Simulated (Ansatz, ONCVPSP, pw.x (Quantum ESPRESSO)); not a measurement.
Ir (fcc): variants of one ONCV potential in the solid

| Quantity | Value |
| --- | --- |
| Element | iridium (Ir) |
| Generator | ONCVPSP 4.0.1.1 (patched build) |
| Type | optimised norm-conserving Vanderbilt (ONCV) |
| Functional | LDA (Perdew-Wang 92) |
| Relativity | scalar-relativistic |
| Frozen core | [Kr] 4d10 4f14 |
| Valence charge | 17 |
| Reference configuration | 5s2 5p6 5d7 6s2 |
| Partial waves | 5s+6s: rc 1.40 bohr, ncon 4, nbas 8, qcut 7.2 1/bohr, 2 projectors; 5p: rc 1.95 bohr, ncon 3, nbas 7, qcut 8.4 1/bohr, 2 projectors, debl 1.6 Ha; 5d: rc 1.50 bohr, ncon 4, nbas 8, qcut 6.1 1/bohr, 2 projectors, debl 2 Ha |
| Local potential | polynomial inside 1.25 bohr (lpopt 4, dvloc0 6 Ha) |
| Core correction | none |

In the p channel the program set the typed energies aside and used -2.018, 0.250 Ha.

Crystal test: fcc Ir in pw.x 7.5, no spin, 15³ k-points, Fermi–Dirac smearing 0.01 Ry, cutoffs set for each file from its atomic test. The reference is all-electron LAPW (Ansatz 0.2.0) with the same functional, mesh and smearing; V0 and B0 come from Birch–Murnaghan fits to the pressures at five volumes. Errors are pseudo minus all-electron; Δ is the rms difference of the E(V) curves that follow from these fits, minima aligned, over ±6 % about the mean V0. Mesh and smearing are coarse, so the numbers serve the comparison and aren't converged zero-temperature values; the lattice is a test structure that the element need not adopt.

All-electron: a0 = 3.812 Å (V0 = 13.85 Å³/atom), B0 = 402.4 GPa.

2 further variants are left out: they gave no file fit for a test, a broken result, the same result as the base, or pressures whose basis-set error rivals the error shown.

```tsv
change	cutoffs (Ry)	pw.x	a0 (Å)	a0 error (%)	B0 error (%)	Δ (meV/atom)	mean pressure error (GPa)
base	140/560	converged; energies reset by the program	3.804	-0.21	+0.5	7.9	-2.55
local potential polynomial inside 0.84 bohr (lpopt 4, dvloc0 6 Ha)	140/560	converged; energies reset by the program	3.794	-0.47	+1.0	17.5	-5.58
local potential polynomial inside 1.14 bohr (lpopt 4, dvloc0 6 Ha)	140/560	converged; energies reset by the program	3.801	-0.28	+0.6	10.4	-3.37
```

**Question.** Give the row for: local potential polynomial inside 0.96 bohr (lpopt 4, dvloc0 6 Ha).

**Answer.** pw.x: converged; energies reset by the program; mean pressure error (GPa): -4.71; a0 (Å): 3.797; a0 error (%): -0.40; B0 error (%): +0.9; Δ (meV/atom): 14.7.
